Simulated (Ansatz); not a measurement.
# Worked example: Si–AlH₂⁺, quintet against Si–AlH2, quartet

Geometry (PBE0/def2-TZVP stationary point of a quartet), kept for both states (Si–AlH2, quartet: A2; Si–AlH2⁺, quintet: B1):

```xyz
4

Si    0.0000    0.0000    1.2493
Al    0.0000    0.0000   -1.1594
H     0.0000    1.4055   -1.8880
H     0.0000   -1.4055   -1.8880
```

Basis 6-31G; Ansatz 0.2.0. Correlated methods freeze the noble-gas cores. R marks a restricted (for open shells ROHF) determinant, U an unrestricted one.

Full CI is exact within this basis and frozen core; it isn't the basis-set limit. The frozen core follows each run's orbitals, which can shift R against U totals by a few meV.

```
   level  E(Si–AlH2, quartet) (hartree)  E(Si–AlH2⁺, quintet) (hartree)
     UHF                    -531.866113                     -531.471240
    UMP2                    -531.918065                     -531.516493
UCCSD(T)                    -531.941714                     -531.545563
     PBE                    -532.651804                     -532.246931
 wB97M-V                    -532.890578                     -532.473183
 full CI                    -531.942480                     -531.546588
```

Problem. Give the vertical gap, Si–AlH2⁺ quintet less Si–AlH2 quartet, at each level in eV (1 hartree = 27.2114 eV), and each error against full CI.

Solution. full CI: (-531.546588 − (-531.942480)) × 27.2114 = 10.773 eV (the reference)
wB97M-V: (-532.473183 − (-532.890578)) × 27.2114 = 11.358 eV, error 0.585 eV
PBE: (-532.246931 − (-532.651804)) × 27.2114 = 11.017 eV, error 0.244 eV
UCCSD(T): (-531.545563 − (-531.941714)) × 27.2114 = 10.780 eV, error 0.007 eV
UMP2: (-531.516493 − (-531.918065)) × 27.2114 = 10.927 eV, error 0.154 eV
UHF: (-531.471240 − (-531.866113)) × 27.2114 = 10.745 eV, error -0.028 eV

Total energies of functionals can't be set beside those of wave-function methods, since they hold the core's correlation and their own absolute errors; only the differences compare.

The set has no polarisation functions, so the order and spacing of states can differ from the basis-set limit.

In so small a basis the reference is far from its limit while semilocal and hybrid functionals are nearer theirs, so the functionals' errors here hold much of the reference's basis and frozen-core error, which can add to them or hide them.

Each level lands on the state that its own search finds. T1 diagnostics of restricted CCSD: 0.025 and 0.041.
